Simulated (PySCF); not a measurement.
Highest orbital energy against ionisation energy along the third row

Calculated with PySCF 2.14, no spin-orbit coupling. Each cell gives −ε(HOMO) / ΔSCF in eV; NIST values include spin-orbit coupling, (s) semi-empirical, (t) theoretical.

| species | UHF | LDA | PBE | PBE0 | r2SCAN | NIST (lowest levels) |
| --- | --- | --- | --- | --- | --- | --- |
| Mg (def2-QZVPPD, non-relativistic) | 6.886 / 6.606 | 4.773 / 7.719 | 4.698 / 7.613 | 5.426 / 7.542 | 4.811 / 7.372 | 7.646 |
| Al (def2-QZVPPD, non-relativistic) | 5.946 / 5.609 | 3.009 / 6.036 | 3.088 / 6.078 | 3.906 / 6.098 | 3.341 / 6.174 | 5.986 |
| Si (def2-QZVPPD, non-relativistic) | 8.201 / 7.637 | 4.566 / 8.234 | 4.596 / 8.196 | 5.624 / 8.218 | 4.907 / 8.319 | 8.152 |
| P (def2-QZVPPD, non-relativistic) | 10.669 / 9.906 | 6.287 / 10.576 | 6.279 / 10.486 | 7.526 / 10.527 | 6.693 / 10.635 | 10.487 |
| S (def2-QZVPPD, non-relativistic) | 10.324 / 9.236 | 6.167 / 10.567 | 6.157 / 10.428 | 7.420 / 10.403 | 6.425 / 10.387 | 10.360 |
| Cl (def2-QZVPPD, non-relativistic) | 13.084 / 11.764 | 8.206 / 13.201 | 8.131 / 12.968 | 9.602 / 12.953 | 8.460 / 13.002 | 12.968 |
| Ar (def2-QZVPPD, non-relativistic) | 16.083 / 14.549 | 10.404 / 15.990 | 10.286 / 15.702 | 11.980 / 15.712 | 10.727 / 15.751 | 15.760 |

Question: How far is −ε(HOMO) from ΔSCF on average for each method, and why?

Answer: UHF 0.84 eV; LDA -4.13 eV; PBE -4.03 eV; PBE0 -2.85 eV; r2SCAN -3.75 eV. Hartree-Fock orbital energies lack relaxation and so exceed the ΔSCF value; semilocal functionals have convex E(N) from self-interaction, so their HOMO lies far too high; exact exchange moves hybrids part of the way back.
